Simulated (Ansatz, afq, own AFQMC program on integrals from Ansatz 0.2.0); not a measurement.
**AFQMC, coupled cluster and functionals along a coordinate of HCl + Br, doublet**

| atom | x (Å) | y (Å) | z (Å) |
| --- | --- | --- | --- |
| Cl | 0.0000 | 0.0000 | -1.6166 |
| H | 0.0000 | 0.0000 | -0.3378 |
| Br | 0.0000 | 0.0000 | 1.9544 |

A hydrogen atom is moved from one rigid fragment to the other; the Cl1–H2 distance tells how far. The two fragments are held close together, so this isn't a minimum-energy path and the start is a compressed complex. Energies in kJ/mol count from this geometry (1.279 Å) at the same level; the start stands on UHF, each point on the determinant named.

Basis cc-pVTZ. Only valence electrons are correlated. Ansatz 0.2.0 and our own AFQMC program on the same integrals; the CISD trial comes from CCSD amplitudes, and released means the phaseless constraint is let go. Uncertainties: one standard error, sampling alone. No spin–orbit coupling.

Cautions, each for one point or more: inner d shell frozen; no relativity below Rb; no spin-orbit coupling; unrestricted determinant spin contaminated.

```csv
r(Cl1–H2) / Å,det.,T1,weight,⟨S²⟩,B2PLYP,r2SCAN,CCSD(T)
1.497,UHF,0.008,0.86,0.76,45.2,31.5,49.5
1.605,UHF,0.010,0.86,0.76,83.8,55.0,91.0
1.823,UHF†,0.022,0.84,0.88,107.6,–,117.2
2.041,UHF,0.008,0.86,0.76,69.7,51.9,72.4
```

(1) Estimate the curve of CCSDT(Q), counted from the same start.

Answers

(1) 
```csv
r(Cl1–H2) / Å,det.,T1,weight,⟨S²⟩,CCSDT(Q),ph-AFQMC/CISD
1.497,UHF,0.008,0.86,0.76,49.1,49.4 ± 0.8
1.605,UHF,0.010,0.86,0.76,90.2,90.2 ± 0.8
1.823,UHF†,0.022,0.84,0.88,115.1,115.9 ± 0.7
2.041,UHF,0.008,0.86,0.76,72.0,72.5 ± 0.8
```

Weight is that of the determinant in the CISD state; at the start T1 is 0.007 and the weight 0.86, and ⟨S²⟩ is 0.76. A dagger marks points whose determinant fills other symmetries than the start's, so the wave-function levels may follow another state there, or a degenerate partner. A dash marks a missing value, a released energy that hasn't settled or a functional that sits on another state. Largest departures from CCSDT(Q), at the points where its series has closed: CCSD(T) 2.1 kJ/mol at 1.823 (on UHF), ph-AFQMC/CISD 0.8 kJ/mol at 1.823 (on UHF) (within the noise), B2PLYP -6.4 kJ/mol at 1.605, r2SCAN -35.2 kJ/mol at 1.605. Functionals count only at points shown to share the start's state and spin. In total energy ph-AFQMC/CISD lies 16 ± 6 meV above CCSDT(Q) at the start, so its agreement along the curve rests in part on cancellation.

A walk keeps the symmetry of its determinant, which the program's search chose and which needn't be the lowest solution, so a lower state of the same spin and another symmetry isn't excluded.
